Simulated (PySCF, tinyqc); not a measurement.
Inside a calculation. Method: FCI on RHF in the sto-3g basis, frozen core, for LiH, spin multiplicity 1. The lowest restricted solution is unstable here: a spin-polarised one lies 0.0366 hartree lower (PySCF). Computed by tinyqc, a small Python program that keeps every step (integrals from PySCF). Settings: charge = 0, multiplicity = 1, basis = sto-3g, method = RHF, frozen orbitals = 1, energy threshold = 1e-10, iteration cap = 64, orthogonalisation = symmetric, start = atomic densities, DIIS depth = 6, ci = FCI. Command: `OMP_NUM_THREADS=1 python tinyqc.py 31707 31708 out.jsonl` (the two numbers bound the seeds that draw the settings). One thread of a shared host (Intel(R) Xeon(R) Processor @ 2.60GHz), about 0.1 s of CPU time with the checks. The early iterations of the SCF are left out here.

## One-electron integrals

Geometry (angstrom):
```
atom,x,y,z
Li,0.000000,0.000000,0.000000
H,0.000000,0.000000,2.594000
```

Basis sto-3g: exponents (1/bohr^2) and contraction coefficients of normalised primitives:
```
element,l (shell),exponent,coefficient
Li,s (1),16.119575,0.154329
Li,s (1),2.936201,0.535328
Li,s (1),0.794651,0.444635
Li,s (2),0.636290,-0.099967
Li,s (2),0.147860,0.399513
Li,s (2),0.048089,0.700115
Li,p (3),0.636290,0.155916
Li,p (3),0.147860,0.607684
Li,p (3),0.048089,0.391957
H,s (1),3.425251,0.154329
H,s (1),0.623914,0.535328
H,s (1),0.168855,0.444635
```

Overlap, kinetic and nuclear-attraction integrals over the contracted functions; the nuclear repulsion is the sum of Za Zb / Rab.

nuclear repulsion = 0.61200140 hartree

overlap S, lower triangle:
```
,1Li 1s,1Li 2s,1Li 2px,1Li 2py,1Li 2pz,2H 1s
1Li 1s,1.000000
1Li 2s,0.241137,1.000000
1Li 2px,0.000000,0.000000,1.000000
1Li 2py,0.000000,0.000000,0.000000,1.000000
1Li 2pz,0.000000,0.000000,0.000000,0.000000,1.000000
2H 1s,0.006350,0.181490,0.000000,0.000000,0.274456,1.000000
```

kinetic energy T (hartree), lower triangle:
```
,1Li 1s,1Li 2s,1Li 2px,1Li 2py,1Li 2pz,2H 1s
1Li 1s,3.576786
1Li 2s,-0.020237,0.102163
1Li 2px,0.000000,0.000000,0.319682
1Li 2py,0.000000,0.000000,0.000000,0.319682
1Li 2pz,0.000000,0.000000,0.000000,0.000000,0.319682
2H 1s,-0.003903,0.002258,0.000000,0.000000,0.020511,0.760032
```

nuclear attraction V (hartree), lower triangle:
```
,1Li 1s,1Li 2s,1Li 2px,1Li 2py,1Li 2pz,2H 1s
1Li 1s,-8.186882
1Li 2s,-1.013535,-1.407566
1Li 2px,0.000000,0.000000,-1.381718
1Li 2py,0.000000,0.000000,0.000000,-1.381718
1Li 2pz,-0.006128,-0.068948,0.000000,0.000000,-1.429921
2H 1s,-0.024188,-0.256818,0.000000,0.000000,-0.391637,-1.838608
```

core Hamiltonian H = T + V (hartree), lower triangle:
```
,1Li 1s,1Li 2s,1Li 2px,1Li 2py,1Li 2pz,2H 1s
1Li 1s,-4.610095
1Li 2s,-1.033773,-1.305403
1Li 2px,0.000000,0.000000,-1.062037
1Li 2py,0.000000,0.000000,0.000000,-1.062037
1Li 2pz,-0.006128,-0.068948,0.000000,0.000000,-1.110239
2H 1s,-0.028091,-0.254561,0.000000,0.000000,-0.371126,-1.078576
```

## Two-electron integrals

Functions are numbered as in S; the eight-fold symmetry (ij|kl) = (ji|kl) = (kl|ij) leaves the list below.

Two-electron integrals (ij|kl) in chemists' order, unique and non-zero (hartree):
```
i,j,k,l,(ij|kl)
1,1,1,1,1.680395
2,1,1,1,0.265420
2,1,2,1,0.049941
2,2,1,1,0.397727
2,2,2,1,0.092860
2,2,2,2,0.290562
3,1,3,1,0.008981
3,2,3,1,0.013788
3,2,3,2,0.064184
3,3,1,1,0.396640
3,3,2,1,0.092880
3,3,2,2,0.290497
3,3,3,3,0.312946
4,1,4,1,0.008981
4,2,4,1,0.013788
4,2,4,2,0.064184
4,3,4,3,0.016869
4,4,1,1,0.396640
4,4,2,1,0.092880
4,4,2,2,0.290497
4,4,3,3,0.279207
4,4,4,4,0.312946
5,1,5,1,0.008981
5,2,5,1,0.013788
5,2,5,2,0.064184
5,3,5,3,0.016869
5,4,5,4,0.016869
5,5,1,1,0.396640
5,5,2,1,0.092880
5,5,2,2,0.290497
5,5,3,3,0.279207
5,5,4,4,0.279207
5,5,5,5,0.312946
6,1,1,1,0.006365
6,1,2,1,0.001229
6,1,2,2,0.002410
6,1,3,3,0.002373
6,1,4,4,0.002373
6,1,5,1,0.000186
6,1,5,2,0.000372
6,1,5,5,0.002485
6,1,6,1,0.000035
6,2,1,1,0.046965
6,2,2,1,0.011251
6,2,2,2,0.042027
6,2,3,3,0.039489
6,2,4,4,0.039489
6,2,5,1,0.001615
6,2,5,2,0.013359
6,2,5,5,0.047056
6,2,6,1,0.000353
6,2,6,2,0.014541
6,3,3,1,0.000481
6,3,3,2,0.003034
6,3,5,3,0.001545
6,3,6,3,0.000581
6,4,4,1,0.000481
6,4,4,2,0.003034
6,4,5,4,0.001545
6,4,6,4,0.000581
6,5,1,1,0.068569
6,5,2,1,0.016477
6,5,2,2,0.062526
6,5,3,3,0.058354
6,5,4,4,0.058354
6,5,5,1,0.002484
6,5,5,2,0.020786
6,5,5,5,0.070803
6,5,6,1,0.000523
6,5,6,2,0.022740
6,5,6,5,0.035656
6,6,1,1,0.203995
6,6,2,1,0.049187
6,6,2,2,0.199052
6,6,3,3,0.184335
6,6,4,4,0.184335
6,6,5,1,0.006120
6,6,5,2,0.066289
6,6,5,5,0.228205
6,6,6,1,0.001521
6,6,6,2,0.094336
6,6,6,5,0.149946
6,6,6,6,0.774606
```

## Orthogonalisation

S = U s U^T; symmetric (Loewdin) form X = U s^(-1/2) U^T, so that X^T S X = 1.

eigenvalues of S: 0.637163  0.816193  1.000000  1.000000  1.178297  1.368346

X, lower triangle:
```
,1Li 1s,1Li 2s,1Li 2px,1Li 2py,1Li 2pz,2H 1s
1Li 1s,1.023221
1Li 2s,-0.127618,1.037246
1Li 2px,0.000000,0.000000,1.000000
1Li 2py,0.000000,0.000000,0.000000,1.000000
1Li 2pz,-0.003567,0.021083,0.000000,0.000000,1.030727
2H 1s,0.015111,-0.100674,0.000000,0.000000,-0.147503,1.044586
```

## Starting guess

The start is atomic minimal-basis densities projected into this basis (PySCF's MINAO start) and scaled to the electron count of each spin; this density is not idempotent, so its energy is not variational and may lie below the converged one.

D at the start, lower triangle:
```
,1Li 1s,1Li 2s,1Li 2px,1Li 2py,1Li 2pz,2H 1s
1Li 1s,2.075836
1Li 2s,-0.224323,1.016229
1Li 2px,0.000000,0.000000,0.000000
1Li 2py,0.000000,0.000000,0.000000,0.000000
1Li 2pz,0.004319,-0.007056,0.000000,0.000000,0.002353
2H 1s,-0.022669,0.088609,0.000000,0.000000,0.046094,0.956591
```

## Iteration 9 (converged): orbitals

converged F (hartree), lower triangle:
```
,1Li 1s,1Li 2s,1Li 2px,1Li 2py,1Li 2pz,2H 1s
1Li 1s,-2.375947
1Li 2s,-0.644845,-0.203594
1Li 2px,0.000000,0.000000,0.155290
1Li 2py,0.000000,0.000000,0.000000,0.155290
1Li 2pz,0.012683,-0.040921,0.000000,0.000000,0.088748
2H 1s,-0.017356,-0.156890,0.000000,0.000000,-0.156777,-0.056325
```

Diagonalise F' = X^T F X, C = X C', fill 2 alpha and 2 beta electrons from the bottom; D = 2 C_occ C_occ^T. Each column has its largest component positive (the first on a tie).

F' = X^T F X (hartree), lower triangle:
```
,1,2,3,4,5,6
1,-2.322536
2,-0.359832,-0.056424
3,0.000000,0.000000,0.155290
4,0.000000,0.000000,0.000000,0.155290
5,0.010669,-0.004998,0.000000,0.000000,0.139794
6,0.028307,-0.155333,0.000000,0.000000,-0.178005,0.019318
```

orbital energies (hartree): MO1 -2.378348, MO2 -0.202303, MO3 0.063824, MO4 0.155290, MO5 0.155290, MO6 0.296979

coefficients C:
```
,MO1,MO2,MO3,MO4,MO5,MO6
1Li 1s,0.991622,-0.150418,-0.217580,0.000000,0.000000,-0.101140
1Li 2s,0.032705,0.537817,0.800959,0.000000,0.000000,0.413392
1Li 2px,0.000000,0.000000,0.000000,0.350611,0.936521,0.000000
1Li 2py,0.000000,0.000000,0.000000,0.936521,-0.350611,0.000000
1Li 2pz,-0.004149,0.303731,-0.556623,0.000000,0.000000,0.826144
2H 1s,-0.002021,0.636867,-0.283481,0.000000,0.000000,-0.798321
```

D after iteration 9, lower triangle:
```
,1Li 1s,1Li 2s,1Li 2px,1Li 2py,1Li 2pz,2H 1s
1Li 1s,2.011878
1Li 2s,-0.096932,0.580633
1Li 2px,0.000000,0.000000,0.000000
1Li 2py,0.000000,0.000000,0.000000,0.000000
1Li 2pz,-0.099601,0.326432,0.000000,0.000000,0.184539
2H 1s,-0.195601,0.684903,0.000000,0.000000,0.386889,0.811208
```

Within a degenerate level the vectors are fixed only up to a rotation; this is one choice.

## Convergence

Stop when the energy changes by less than 1e-10 hartree and every element of the error matrix X^T (F D S - S D F) X is below 3e-06.

Course of the cycle:
```
iteration,E (hartree),change,largest element of the error matrix
1,-7.61018196,-,7.63e-02
2,-7.74274292,-1.33e-01,9.29e-02
3,-7.75079309,-8.05e-03,6.15e-02
4,-7.75880141,-8.01e-03,6.34e-03
5,-7.75913362,-3.32e-04,2.91e-03
6,-7.75914919,-1.56e-05,3.92e-04
7,-7.75914946,-2.66e-07,2.73e-05
8,-7.75914946,-1.24e-09,3.62e-07
9,-7.75914946,-3.64e-13,2.50e-08
```

PySCF RHF in the same basis = -7.75914946 hartree

Converged in 9 iterations.

## Populations, bond orders and dipole

Mulliken: Z minus the diagonal of D S on the atom; Loewdin: the same with S^(1/2) D S^(1/2); Mayer order: 2 sum_s sum (D(s) S)_ij (D(s) S)_ji over the two atoms.

Charges (e):
```
atom,Mulliken,Loewdin
1Li,0.040453,0.037783
2H,-0.040453,-0.037783
```

Mayer bond orders:
```
pair,order
2-1,0.998364
```

dipole moment about the origin, x y z (debye): 0.000000  0.000000  -5.202780

## Integrals over molecular orbitals

(pq|rs) = sum C_ip C_jq C_kr C_ls (ij|kl), one index at a time.

one-electron integrals over orbitals h = C^T H C (hartree), lower triangle:
```
,1,2,3,4,5,6
1,-4.601431
2,0.097275,-1.189069
3,0.158231,-0.006333,-1.071046
4,0.000000,0.000000,0.000000,-1.062037
5,0.000000,0.000000,0.000000,0.000000,-1.062037
6,0.048134,-0.072969,-0.010582,0.000000,0.000000,-1.021995
```

Two-electron integrals over orbitals (pq|rs), unique and non-zero (hartree); the lowest 1 orbital is frozen and left out:
```
p,q,r,s,(pq|rs)
2,2,2,2,0.423337
3,2,2,2,-0.072984
3,2,3,2,0.036297
3,3,2,2,0.214256
3,3,3,2,0.018471
3,3,3,3,0.314216
4,2,4,2,0.020913
4,3,4,2,0.022069
4,3,4,3,0.041238
4,4,2,2,0.227668
4,4,3,2,0.023761
4,4,3,3,0.274864
4,4,4,4,0.312946
5,2,5,2,0.020913
5,3,5,2,0.022069
5,3,5,3,0.041238
5,4,5,4,0.016869
5,5,2,2,0.227668
5,5,3,2,0.023761
5,5,3,3,0.274864
5,5,4,4,0.279207
5,5,5,5,0.312946
6,2,2,2,-0.100132
6,2,3,2,0.058560
6,2,3,3,0.012286
6,2,4,4,0.046259
6,2,5,5,0.046259
6,2,6,2,0.131505
6,3,2,2,0.069329
6,3,3,2,-0.030770
6,3,3,3,-0.036953
6,3,4,4,-0.014774
6,3,5,5,-0.014774
6,3,6,2,-0.047791
6,3,6,3,0.042476
6,4,4,2,0.016698
6,4,4,3,0.009593
6,4,6,4,0.017829
6,5,5,2,0.016698
6,5,5,3,0.009593
6,5,6,5,0.017829
6,6,2,2,0.387322
6,6,3,2,-0.051788
6,6,3,3,0.242398
6,6,4,4,0.251324
6,6,5,5,0.251324
6,6,6,2,-0.067658
6,6,6,3,0.047256
6,6,6,6,0.377204
```

## FCI: determinants and Hamiltonian

one-electron integrals dressed by the frozen orbital, h + 2 (pq|11) - (p1|1q) (hartree), lower triangle:
```
,2,3,4,5,6
2,-0.625640
3,0.072984,-0.328392
4,0.000000,0.000000,-0.279133
5,0.000000,0.000000,0.000000,-0.279133
6,0.100132,-0.080098,0.000000,0.000000,-0.346161
```

energy of the frozen orbital, 2 h_11 + (11|11) = -7.54320838 hartree

Hartree-Fock energy = -7.75914946 hartree

Slater-Condon rules over spin orbitals, with the nuclear repulsion and the energy of the frozen orbital added and E(HF) subtracted on the diagonal. Only determinants linked to the reference directly or through others are kept (one block of an abelian symmetry group), so some states are absent.

Occupation strings over the orbitals (2 doubly, a alpha, b beta, 0 empty; spin orbitals ordered 1a 1b 2a 2b ...): 220000 2ab000 2a000b 2ba000 2b000a 202000 20a00b 200200 200020 20b00a 200002

H - E(HF) between determinants (hartree), lower triangle:
```
,220000,2ab000,2a000b,2ba000,2b000a,202000,20a00b,200200,200020,20b00a,200002
220000,0.000000
2ab000,0.000000,0.088166
2a000b,0.000000,-0.010769,0.243464
2ba000,0.000000,-0.036297,-0.058560,0.088166
2b000a,0.000000,-0.058560,-0.131505,-0.010769,0.243464
202000,0.036297,0.091455,-0.030770,-0.091455,0.030770,0.485373
20a00b,0.058560,-0.030770,0.021196,-0.112418,0.047791,-0.117052,0.395787
200200,0.020913,0.022069,0.016698,-0.022069,-0.016698,0.041238,0.009593,0.582622
200020,0.020913,0.022069,0.016698,-0.022069,-0.016698,0.041238,0.009593,0.016869,0.582622
20b00a,-0.058560,-0.112418,0.047791,-0.030770,0.021196,0.117052,-0.042476,-0.009593,-0.009593,0.395787
200002,0.131505,-0.047791,0.032474,0.047791,-0.032474,0.042476,-0.032842,0.017829,0.017829,0.032842,0.512825
```

## FCI: roots

Diagonalise (each vector has its largest component positive (the first on a tie)); all determinants have Ms = 0, so triplets appear too. The lowest singlet root is the correlation energy.

lowest roots of this matrix, relative to E(HF) (hartree): -0.058307  -0.018755  0.021094  0.100246  0.348083  0.396764  0.435649  0.543221

lowest vectors:
```
,root 1,root 2,root 3,root 4
220000,0.916622,0.000000,-0.241519,0.000000
2ab000,0.119686,0.636939,0.588809,-0.149954
2a000b,-0.019947,0.231067,-0.139407,0.640471
2ba000,-0.119686,0.636939,-0.588809,-0.149954
2b000a,0.019947,0.231067,0.139407,0.640471
202000,-0.163457,0.000000,-0.333853,0.000000
20a00b,-0.179764,0.202279,-0.167584,-0.259443
200200,-0.015349,0.000000,-0.005086,0.000000
200020,-0.015349,0.000000,-0.005086,0.000000
20b00a,0.179764,0.202279,0.167584,-0.259443
200002,-0.196315,0.000000,0.204277,0.000000
```

<S^2> of these roots: 0.000000  2.000000  0.000000  2.000000  0.000000  0.000000  2.000000  0.000000

weight of the ground state by excitation level 0, 1, 2, ...: 0.840195  0.029445  0.130359

The reference has a weight of only 0.84: one determinant is a poor start here. A root of higher spin lies below E(HF).
